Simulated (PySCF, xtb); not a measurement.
F4Si. Atoms are numbered in the order given.

```xyz
5

F      0.9182     0.9182     0.9182
Si     0.0000     0.0000     0.0000
F     -0.9182     0.9182    -0.9182
F     -0.9182    -0.9182     0.9182
F      0.9182    -0.9182    -0.9182
```

Geometry optimised at ωB97X-D3(BJ)/def2-SVP. The isomer is the one that the SMILES or the coordinates give; other isomers of the formula were not compared.

Calculation: C-PCM-M06-2X/def2-SVP (PySCF).

The values are the electrostatic part of the solvation free energy, E(continuum) − E(gas) at the gas-phase geometry, in a cavity of scaled van der Waals radii (PySCF's table); cavitation and dispersion terms are not included. In vacuum the orbital gap is 16.03 eV. The dipole moment in vacuum is 0.00 D.

Computed values in water (ε = 78.36), N,N-dimethylformamide (ε = 37.22), ethanol (ε = 24.85):
| solvent | ε | ΔG(elec) (kcal/mol) | dipole (D) | gap (eV) |
|---|---|---|---|---|
| water | 78.36 | -1.8 | 0.00 | 16.12 |
| N,N-dimethylformamide | 37.22 | -1.8 | 0.00 | 16.11 |
| ethanol | 24.85 | -1.7 | 0.00 | 16.11 |

For comparison, GFN2-xTB/ALPB(water) (xtb, at the GFN2-xTB geometry, all terms of that model) gives 4.1 kcal/mol.
